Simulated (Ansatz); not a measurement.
# SiPF+ (doublet): from Hartree-Fock to the top rungs, def2-QZVPP

One table from this session's results is given with a row withheld; the runs are named, their logs left out.

The runs use Ansatz 0.2.0, Gaussian basis; def2-QZVPP, core rule «outside noble gas», up to 11 orbitals frozen.

To be run: UHF; ROHF; CCSD(T) on UHF.

2 further runs of the same task are left out: 2 set aside as unsound or not needed. Runs told in other sessions of the task aren't counted.

## The geometry

The geometry is a PBE0/def2-TZVP stationary point (not a proven minimum) of the parent state, kept for this charge and spin.

3 atoms, charge 1, spin multiplicity 2.

Atoms are counted from 1 here; the program's logs count them from 0.

Bond lengths: F1–P2 1.612 Å, P2–Si3 2.219 Å. Angles: F1–P2–Si3 106.4°.

Geometry (Å):

```
atom    x (Å)     y (Å)     z (Å)
  F1  0.00000  -0.67431   1.49035
  P2  0.00000   0.60039   0.50350
 Si3  0.00000  -0.20600  -1.56342
```

Set-up of the first run:

in.yaml

```yaml
crystal:
  periodic: [false, false, false]
  atoms:
    - {symbol: F, position_ang: [0.000000, -0.674306, 1.490349]}
    - {symbol: P, position_ang: [0.000000, 0.600388, 0.503498]}
    - {symbol: Si, position_ang: [0.000000, -0.205998, -1.563422]}
basis:
  gaussian: {orbitals: "def2-QZVPP.json"}
total_charge: 1
magnetization: {spin_polarized: true, initial_magnetization: 1}
hamiltonian: {xc: hf}
output: {orbitals: {seedname: orbitals}}
```

Launch:

```bash
ansatz run in.yaml --threads 1 --pin off --events-out ev --progress --plain --max-ram 2393MiB
```

Among the steps run: UHF; ROHF; CCSD(T) on UHF.

One table of the session follows, with a row left open; its other results are not shown here.

```
  method  from UCCSD(T) (kJ/mol)
    ROHF                 +1376.8
     UHF                       ?
    UMP2                  +143.9
   UCCSD                   +58.7
UCCSD(T)                       0
```

Estimate the missing values for UHF.

The run gave: from UCCSD(T) (kJ/mol): +1357.4. In the column «from UCCSD(T) (kJ/mol)» it lies between UMP2 (+143.9) and ROHF (+1376.8).

To keep in mind: Warnings: spin contamination; coupled cluster took another determinant than the lowest.
